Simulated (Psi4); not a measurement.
# CH3Al (SMILES C[Al]) at DSD-PBEP86/cc-pVTZ (density fitting for correlation)

Aim: the vertical singlet–triplet gap of CH3Al at DSD-PBEP86/cc-pVTZ (density fitting for correlation), from 2 runs. 

The calculation is run with Psi4 1.11.

3 further runs of the same task are left out: 3 set aside as unsound or not needed.

## Step 1: The molecule

The species is CH3Al (5 atoms), meant as a singlet with charge 0. As SMILES, `C[Al]`. The coordinates come from a PBE0-D4/def2-TZVP relaxation.

Bond lengths: C1–Al2 1.988 Å, C1–H3 1.098 Å, C1–H4 1.098 Å, C1–H5 1.098 Å. Angles: Al2–C1–H3 111.8°, Al2–C1–H4 111.8°, Al2–C1–H5 111.8°, H3–C1–H4 107.1°, H3–C1–H5 107.1°, H4–C1–H5 107.1°.

## Step 2: The energy at DSD-PBEP86/cc-pVTZ (density fitting for correlation)

The input, ch3al.json:

```json
{
  "schema_name": "qcschema_input",
  "schema_version": 1,
  "molecule": {
    "schema_name": "qcschema_molecule",
    "schema_version": 2,
    "symbols": ["C", "Al", "H", "H", "H"],
    "geometry": [-0.24796986, -0.10867815, 0.10204521, 2.97195338, 1.30247483, -1.22308744, -0.43603541, -2.13059062, -0.32459826, -0.38758283, 0.09427844, 2.16235691, -1.90036528, 0.8425155, -0.71671643],
    "molecular_charge": 0,
    "molecular_multiplicity": 1,
    "fix_symmetry": "c1",
    "fix_com": true,
    "fix_orientation": true
  },
  "driver": "energy",
  "model": {
    "method": "dsd-pbep86",
    "basis": "cc-pVTZ"
  },
  "keywords": {
    "puream": true,
    "e_convergence": 1e-09,
    "d_convergence": 1e-08,
    "scf_type": "pk",
    "dft_radial_points": 99,
    "dft_spherical_points": 590,
    "num_frozen_docc": 6
  }
}
```

The run is started by

```sh
$ psi4 --qcschema ch3al.json -n 1 --memory 2200MB
```

stdout:

```text
[...]
  Running in c1 symmetry.
[...]
  Nuclear repulsion =   38.261471716125293
[...]
  Multiplicity = 1
[...]
  Nalpha       = 11
  Nbeta        = 11
[...]
    Number of basis functions: 106
[...]
   @RKS iter   1:  -281.69921951996946   -5.55070e-01   5.07395e-03 ADIIS/DIIS
[...]
   @RKS iter  10:  -281.84737792800433   -2.78533e-12   1.52650e-09 DIIS
[...]
    Orbital Energies [Eh]
    ---------------------
    Doubly Occupied:
       1A    -57.622568     2A    -10.812937     3A     -4.626149
       4A     -3.017848     5A     -3.017848     6A     -3.014193
       7A     -0.833642     8A     -0.486046     9A     -0.486045
      10A     -0.431689    11A     -0.254859
[...]
  @RKS Final Energy:  -281.84737792800433
   => Energetics <=
    Nuclear Repulsion Energy =             38.2614717161252926
    One-Electron Energy =                -465.9252565449538679
    Two-Electron Energy =                 152.9598070241218579
    DFT Exchange-Correlation Energy =      -7.1434001232976341
    Empirical Dispersion Energy =           0.0000000000000000
    VV10 Nonlocal Energy =                  0.0000000000000000
    Total Energy =                       -281.8473779280043345
[...]
 Multipole Moments:
 ------------------------------------------------------------------------------------
     Multipole            Electronic (a.u.)      Nuclear  (a.u.)        Total (a.u.)
 ------------------------------------------------------------------------------------
 L = 1.  Multiply by 2.5417464519 to convert [e a0] to [Debye]
 Dipole X            :        -34.7044852           34.4235913           -0.2808939
 Dipole Y            :        -15.2094144           15.0863072           -0.1231072
 Dipole Z            :         14.2824218          -14.1668232            0.1155986
 Magnitude           :                                                    0.3277496
[...]
```

The result, in JSON:

```text
{
 "driver": "energy",
 "model": {
  "method": "dsd-pbep86",
  "basis": "cc-pVTZ"
 },
 "success": true,
 "return_result": -281.97711923648404,
 "properties": {
  "calcinfo_nbasis": 106,
  "calcinfo_nmo": 106,
  "calcinfo_nalpha": 11,
  "calcinfo_nbeta": 11,
  "calcinfo_natom": 5,
  "nuclear_repulsion_energy": 38.26147171612529,
  "return_energy": -281.97711923648404,
  "scf_one_electron_energy": -465.92525654495387,
  "scf_two_electron_energy": 152.95980702412186,
  "scf_xc_energy": -7.143400123297634,
  "scf_dipole_moment": [-0.28089391379958784, -0.1231071536581485, 0.11559859941228545],
  "scf_total_energy": -281.84737792800433,
  "scf_iterations": 10
 }
}
```

Wall time 21 s (1 thread of AMD EPYC 7R43 (Zen 3), shared host); peak memory 1.1 GiB.

## Step 3: The triplet at the same level

The input, calc.py:

```python
import psi4

psi4.set_memory(2200000000)
psi4.set_num_threads(1)
psi4.set_output_file('ch3al.out', False)

mol = psi4.geometry("""
0 3
C     -0.24796986    -0.10867815     0.10204521
Al     2.97195338     1.30247483    -1.22308744
H     -0.43603541    -2.13059062    -0.32459826
H     -0.38758283     0.09427844     2.16235691
H     -1.90036528     0.84251550    -0.71671643
units au
symmetry c1
""")

psi4.set_options({
    'basis': 'cc-pVTZ',
    'reference': 'uks',
    'puream': True,
    'e_convergence': 1e-09,
    'd_convergence': 1e-08,
    'scf_type': 'pk',
    'dft_radial_points': 99,
    'dft_spherical_points': 590,
    'num_frozen_docc': 6,
    'maxiter': 100,
})

E, wfn = psi4.energy("dsd-pbep86", return_wfn=True)
print(f'dsd-pbep86 energy: {E:.10f} Eh')
```

The run is started by

```sh
$ python calc.py
```

ch3al.out:

```text
[...]
  Running in c1 symmetry.
[...]
  Nuclear repulsion =   38.261471716125293
[...]
  Multiplicity = 3
[...]
  Nalpha       = 12
  Nbeta        = 10
[...]
    Number of basis functions: 106
[...]
   @UKS iter   1:  -281.63340435052942   -4.89255e-01   4.91058e-03 ADIIS/DIIS
[...]
   @UKS iter  12:  -281.78775647573320   -1.80194e-11   8.87854e-09 DIIS
[...]
   @S^2 Observed:                2.006747326E+00
[...]
    Orbital Energies [Eh]
    ---------------------
    Alpha Occupied:
       1A    -57.643726     2A    -10.850039     3A     -4.649436
       4A     -3.044365     5A     -3.040908     6A     -3.040517
       7A     -0.857697     8A     -0.505211     9A     -0.504666
      10A     -0.475001    11A     -0.324594    12A     -0.191662
    Alpha Virtual:
      13A     -0.013651    14A      0.068209    15A      0.148505
      16A      0.163127    17A      0.163765    18A      0.196676
      19A      0.210935    20A      0.212908    21A      0.237580
      22A      0.247025    23A      0.263622    24A      0.264515
      25A      0.277712    26A      0.397554    27A      0.402723
[...]
  @UKS Final Energy:  -281.78775647573320
   => Energetics <=
    Nuclear Repulsion Energy =             38.2614717161252926
    One-Electron Energy =                -465.4472175507158909
    Two-Electron Energy =                 152.5364444596393128
    DFT Exchange-Correlation Energy =      -7.1384551007819228
    Empirical Dispersion Energy =           0.0000000000000000
    VV10 Nonlocal Energy =                  0.0000000000000000
    Total Energy =                       -281.7877564757332038
[...]
 Multipole Moments:
 ------------------------------------------------------------------------------------
     Multipole            Electronic (a.u.)      Nuclear  (a.u.)        Total (a.u.)
 ------------------------------------------------------------------------------------
 L = 1.  Multiply by 2.5417464519 to convert [e a0] to [Debye]
 Dipole X            :          4.4163383           -4.5782441           -0.1619058
 Dipole Y            :          1.9212590           -2.0064375           -0.0851785
 Dipole Z            :         -1.8276474            1.8841495            0.0565021
 Magnitude           :                                                    0.1914715
[...]
```

Standard output:

```text
dsd-pbep86 energy: -281.9049752913 Eh
```

It took 35 s on 1 thread of AMD EPYC 7R43 (Zen 3), shared host; peak memory 1.1 GiB.

## Step 4: What came out

Level: DSD-PBEP86/cc-pVTZ (density fitting for correlation), 6 core orbitals frozen.

```
                                                         quantity          value
                                            singlet: total energy  -281.97712 Eh
                       singlet: HOMO energy (SCF part's orbitals)       -6.94 eV
                       singlet: LUMO energy (SCF part's orbitals)        0.20 eV
                     singlet: HOMO–LUMO gap (SCF part's orbitals)        7.13 eV
                                            triplet: total energy  -281.90498 Eh
triplet: HOMO energy (SCF part's orbitals) (highest over α and β)       -5.22 eV
 triplet: LUMO energy (SCF part's orbitals) (lowest over α and β)       -1.24 eV
                                                    triplet: ⟨S²⟩          2.007
                 vertical energy of the triplet above the singlet       1.963 eV
```

In words: At this shape the triplet lies 1.96 eV (45 kcal/mol) above the singlet.
